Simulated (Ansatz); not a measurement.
C$_{5}$H$_{10}$S, SMILES `C=CCSCC`, relaxed with RKS PBE0-D4/def2-TZVP in Ansatz from a PBE-D4/def2-SVP geometry. The force threshold is 0.005 eV/Å; the program also tests the step.

The species carries charge 0 and has multiplicity 1.

Start:

```xyz
16

C    -0.723   -1.588    1.432
C     0.483   -1.600    0.836
C     1.363   -0.402    0.680
S     1.517    0.100   -1.089
C    -0.215    0.563   -1.460
C    -0.685    1.855   -0.799
H    -1.347   -2.493    1.494
H    -1.125   -0.671    1.895
H     0.857   -2.531    0.373
H     2.410   -0.620    0.978
H     1.010    0.453    1.293
H    -0.234    0.649   -2.567
H    -0.872   -0.292   -1.191
H    -1.717    2.107   -1.122
H    -0.701    1.766    0.306
H    -0.021    2.704   -1.059
```

```json
{"step": "1", "energy (eV)": "-16175.1959", "largest force (eV/Å)": "0.681", "largest move (Å)": "0.000"}
{"step": "2", "energy (eV)": "-16175.2683", "largest force (eV/Å)": "0.288", "largest move (Å)": "0.028"}
{"step": "3", "energy (eV)": "-16175.2746", "largest force (eV/Å)": "0.099", "largest move (Å)": "0.045"}
{"step": "4", "energy (eV)": "-16175.2755", "largest force (eV/Å)": "0.058", "largest move (Å)": "0.027"}
{"step": "5", "energy (eV)": "-16175.2766", "largest force (eV/Å)": "0.065", "largest move (Å)": "0.033"}
{"step": "6", "energy (eV)": "-16175.2770", "largest force (eV/Å)": "0.017", "largest move (Å)": "0.012"}
{"step": "7", "energy (eV)": "-16175.2770", "largest force (eV/Å)": "0.005", "largest move (Å)": "0.004"}
```

End:

```xyz
16

C    -0.709   -1.568    1.440
C     0.464   -1.584    0.820
C     1.344   -0.396    0.666
S     1.505    0.109   -1.070
C    -0.199    0.560   -1.459
C    -0.683    1.830   -0.790
H    -1.327   -2.455    1.509
H    -1.087   -0.665    1.910
H     0.816   -2.498    0.348
H     2.370   -0.621    0.969
H     0.995    0.442    1.274
H    -0.204    0.668   -2.547
H    -0.845   -0.288   -1.217
H    -1.701    2.067   -1.112
H    -0.701    1.727    0.297
H    -0.037    2.674   -1.037
```

Hardware: 2 threads of an AMD EPYC 7R13 on a shared host and a share of an NVIDIA H100 80 GB. Wall time 13 s, peak host memory 0.92 GiB.
